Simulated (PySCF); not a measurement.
silyl cyanide, CH₃NSi, SMILES N#C[SiH3], point group C3v.

Level: PBE0/pcSseg-1 in PySCF (density fitting, grid level 2); geometry and Hessian at that level, cubic constants and property derivatives from steps of ±0.6 along each species' dimensionless normal coordinates, second-order vibrational perturbation theory. The parent has the commonest isotopes.

Equilibrium geometry (Å):

```csv
atom,x,y,z
N1,2.4218,-0.0780,-0.0299
C2,1.2676,-0.0403,-0.0225
Si3,-0.5842,0.0205,-0.0106
H4,-1.0229,0.0040,1.4048
H5,-1.0753,-1.1718,-0.7409
H6,-0.9946,1.2735,-0.6872
```

Problem. How much do zero-point and thermal motion change the parent's shieldings?

Solution. 
```json
{"atom": "N1", "σe (ppm)": "-110.52", "anharmonic part, 0 K": "2.22", "harmonic part, 0 K": "-7.73", "Δσ at 0 K": "-5.51", "Δσ at 700 K": "-10.74", "Δσ at 1000 K": "-13.87"}
{"atom": "C2", "σe (ppm)": "63.83", "anharmonic part, 0 K": "0.81", "harmonic part, 0 K": "-2.54", "Δσ at 0 K": "-1.74", "Δσ at 700 K": "-2.65", "Δσ at 1000 K": "-3.22"}
{"atom": "Si3", "σe (ppm)": "450.12", "anharmonic part, 0 K": "-0.82", "harmonic part, 0 K": "-1.05", "Δσ at 0 K": "-1.87", "Δσ at 700 K": "-3.27", "Δσ at 1000 K": "-3.82"}
{"atom": "H4", "σe (ppm)": "27.20", "anharmonic part, 0 K": "-0.12", "harmonic part, 0 K": "-0.25", "Δσ at 0 K": "-0.36", "Δσ at 700 K": "-0.48", "Δσ at 1000 K": "-0.58"}
```

Problem. And the bond lengths, in the parent and with ¹⁵N at 1?

Solution. 
```
  bond  re (Å)  ⟨r⟩ at 0 K  between mean positions  ⟨r⟩, labelled
 N1–C2  1.1549      1.1591                  1.1520         1.1591
C2–Si3  1.8528      1.8586                  1.8564         1.8586
Si3–H4  1.4820      1.5021                  1.4889         1.5021
```

The study (211 SCF points, 73 basis functions) took 7.1 min on 1 thread of Arm Neoverse V2, on a host shared with other jobs (rough), peak memory 0.38 GiB, launched as `OMP_NUM_THREADS=1 python ens_run.py task.json out`.
